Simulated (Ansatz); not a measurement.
**C3H5FO: up Jacob's ladder to CCSD(T)**

The task here is to estimate one member of a computed series from the others.

Computed with Ansatz 0.2.0, Gaussian basis. Level: functionals in def2-TZVPP, the program's frozen cores in correlated methods.

Levels to be run: LDA (SPW92), PBE-D4, revPBE-D4, BLYP-D4, r2SCAN-D4, B97M-V, PBE0-D4, B3LYP-D4, r2SCANh-D4, r2SCAN0-D4, HSE06-D4, BHLYP-D4, CAM-B3LYP-D4, LC-ωPBE, ωB97X-V, ωB97M-V, B2PLYP, PBE-QIDH; CCSD(T)/def2-SVP; CCSD(T)/def2-TZVPP; MP2/def2-QZVPP; extrapolation to the limit; RPA on PBE.

## The relaxed structure

All runs share one geometry, relaxed beforehand with PBE0-D4 in a triple-zeta def2 set.

10 atoms, charge 0, spin multiplicity 1.

Atoms are counted from 1 here; the program's logs count them from 0.

Bond lengths: C1–C2 1.490 Å, C1–H6 1.089 Å, C1–H7 1.091 Å, C1–H8 1.092 Å, C2–F3 1.362 Å, C2–C4 1.452 Å, C2–O5 1.381 Å, C4–O5 1.439 Å, C4–H9 1.087 Å, C4–H10 1.086 Å. Angles: C2–C1–H6 110.0°, C2–C1–H7 110.3°, C2–C1–H8 109.4°, H6–C1–H7 109.3°, H6–C1–H8 109.0°, H7–C1–H8 108.7°, C1–C2–F3 111.2°, C1–C2–C4 126.5°, C1–C2–O5 118.7°, F3–C2–C4 116.5°, F3–C2–O5 113.5°, C4–C2–O5 61.0°, C2–C4–O5 57.0°, C2–C4–H9 120.6°, C2–C4–H10 118.4°, O5–C4–H9 115.2°, O5–C4–H10 114.7°, H9–C4–H10 116.6° and more.

As a file:

```csv
atom,x (Å),y (Å),z (Å)
C1,-0.8162,-0.9664,0.0096
C2,0.3048,-0.0504,-0.3440
F3,1.2847,-0.7091,-1.0230
C4,0.7072,1.1415,0.3821
O5,0.0065,1.1893,-0.8739
H6,-1.5822,-0.4228,0.5615
H7,-0.4514,-1.7941,0.6192
H8,-1.2565,-1.3713,-0.9037
H9,0.1388,1.4834,1.2428
H10,1.7474,1.4490,0.3325
```

Set-up of the first run:

File in.yaml:

```yaml
crystal:
  periodic: [false, false, false]
  atoms:
    - {symbol: C, position_ang: [-0.816183, -0.966444, 0.009610]}
    - {symbol: C, position_ang: [0.304791, -0.050369, -0.344035]}
    - {symbol: F, position_ang: [1.284660, -0.709112, -1.023010]}
    - {symbol: C, position_ang: [0.707237, 1.141476, 0.382103]}
    - {symbol: O, position_ang: [0.006545, 1.189259, -0.873920]}
    - {symbol: H, position_ang: [-1.582176, -0.422784, 0.561503]}
    - {symbol: H, position_ang: [-0.451426, -1.794132, 0.619162]}
    - {symbol: H, position_ang: [-1.256526, -1.371342, -0.903687]}
    - {symbol: H, position_ang: [0.138780, 1.483436, 1.242812]}
    - {symbol: H, position_ang: [1.747396, 1.449012, 0.332461]}
basis:
  gaussian: {orbitals: def2-TZVPP}
hamiltonian: {xc: lda}
output: {orbitals: {seedname: orbitals}}
```

Launch:

```
ansatz run in.yaml --threads 4 --pin off --events-out ev --progress --plain --max-ram 10444MiB
```

Among the steps run: LDA; PBE-D4 (GGA); revPBE-D4 (GGA); BLYP-D4 (GGA); r2SCAN-D4 (meta-GGA); B97M-V (meta-GGA); PBE0-D4 (hybrid); B3LYP-D4 (hybrid); r2SCANh-D4 (hybrid); r2SCAN0-D4 (hybrid); HSE06-D4 (hybrid); BHLYP-D4 (hybrid); CAM-B3LYP-D4 (range-separated); LC-ωPBE (range-separated); ωB97X-V (range-separated); ωB97M-V (range-separated); B2PLYP (double hybrid); PBE-QIDH (double hybrid).

One of the session's tables, all rows but one given; the rest of the session is left out.

It belongs to the step «Orbital energies across the functionals». 

```
  functional  HOMO (eV)  LUMO (eV)  gap (eV)
 LDA (SPW92)      -6.97       0.53      7.50
      PBE-D4      -6.82       0.66      7.48
   revPBE-D4      -6.75       0.72      7.47
     BLYP-D4      -6.73       0.61      7.34
   r2SCAN-D4      -7.17       1.29      8.46
      B97M-V      -7.33       0.83      8.16
     PBE0-D4      -8.51       1.46      9.97
    B3LYP-D4      -8.26       1.08      9.34
  r2SCANh-D4      -7.80       1.67      9.47
  r2SCAN0-D4      -8.75       2.08     10.83
    HSE06-D4      -8.10       1.09      9.19
    BHLYP-D4     -10.10       2.00     12.10
CAM-B3LYP-D4     -10.00       2.18     12.18
     LC-ωPBE          ?          ?         ?
     ωB97X-V     -11.00       3.32     14.31
     ωB97M-V     -10.93       2.86     13.79
```

Estimate the missing values for LC-ωPBE.

The run gave: HOMO (eV): -11.33; LUMO (eV): 3.52; gap (eV): 14.85. In the column «HOMO (eV)» it is the lowest.
